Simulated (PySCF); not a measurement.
# S: ionisation energy

S [Ne] 3s2 3p4 (3P) → S+ [Ne] 3s2 3p3 (4S), as a difference of total energies. Computed with PySCF 2.14 in x2c-TZVPPall with one added diffuse shell each of s, p, d type (6s6p4d1f, 51 functions), with scalar relativity by spin-free X2C-1e. Correlated levels: valence and next inner shell: 1s2 frozen. The calculations carry no spin-orbit coupling.

```
                                method  ionisation energy (eV)
                                   UHF                   9.222
    MP2 (valence and next inner shell)                   9.961
SCS-MP2 (valence and next inner shell)                  10.034
   CCSD (valence and next inner shell)                  10.070
CCSD(T) (valence and next inner shell)                  10.107
```

Question: How much does correlation contribute at CCSD(T) (valence and next inner shell)?

Answer: 10.107 − (9.222) = 0.885 eV, measured against UHF.

A first-order spin-orbit estimate (lowest level to lowest level, LS coupling) adds 0.024 eV.

Errors of the correlated levels include the incompleteness of this basis and the frozen core.

For comparison: 10.360 eV (measured; NIST Atomic Spectra Database, ionization energies).
